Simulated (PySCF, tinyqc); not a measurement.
A ladder of methods, and size consistency: correlation methods against full CI in the sto-3g basis, for CH2, spin multiplicity 1. Computed by the program tinyqc with PySCF. Command: `OMP_NUM_THREADS=1 python tinyqc.py 112784 112785 out.jsonl`; one thread of a shared host (Intel(R) Xeon(R) Processor @ 2.60GHz), about 1 s.

Geometry (angstrom):
```
atom,x,y,z
C,0.0000,0.0000,0.0000
H,0.0000,0.8090,0.6100
H,0.0000,-0.8080,0.6090
```

RHF energy of one = -38.351398 hartree

All electrons correlated; +Q is the Davidson correction (1 - c0^2) E_corr. The last columns treat two copies 100 angstrom apart as one system. FCI is the lowest singlet.

Correlation energies (hartree):
```
method,E_corr of one,share of FCI (%),E_corr of two at 100 angstrom,two minus twice one (mhartree)
MP2,-0.03093,57.966,-0.06186,0.000
CISD,-0.05092,95.437,-0.09655,5.296
CISD+Q,-0.05405,101.303,-0.10560,2.501
CCSD,-0.05286,99.072,-0.10572,-2.26e-05
CCSD(T),-0.05310,99.529,-0.10621,-2.26e-05
FCI,-0.05336,100.000,-,-
```

MP2 recovers 58 %, CISD 95.4 % and CCSD 99.1 % of the FCI value (c0^2 = 0.939 in CISD). MP2 and coupled cluster are size consistent, so their last column vanishes; CISD loses 5.30 mhartree, since a double excitation on each copy is a quadruple of the pair, and the Davidson correction leaves +2.50. The restricted reference is unstable here: a spin-polarised solution lies 0.0340 hartree lower (PySCF), so results built on it describe a poor reference.
